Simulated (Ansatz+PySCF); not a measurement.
Values are calculated unless marked as measured or tabulated.
Input for PySCF 2.14.0:

```python
from pyscf import gto, scf, mp

mol = gto.M(atom="""
H -2.456100 -0.014440 0.239370
N -1.555240 -0.345280 -0.070150
C -0.499030 0.538560 0.013660
C 0.819990 0.111010 0.001080
N 1.930430 -0.249510 0.003850
H -1.370390 -1.313880 0.144930
H -0.725650 1.594400 -0.008670
""", basis='cc-pvtz', charge=0, spin=1)
mf = scf.UHF(mol)
mf.kernel()
pt = mp.MP2(mf, frozen=4).run()
print(mf.e_tot, pt.e_corr, pt.e_tot)
```

The script is written out from the run's settings.

The run gave:

| Property | Result |
| --- | --- |
| Converged | yes |
| Reference energy | -186.40553 hartree |
| Correlation energy | -0.67488 hartree |
| Total energy | -187.08042 hartree |
| Spin squared of the determinant | 0.910 |

Caution: the unrestricted determinant is spin contaminated.
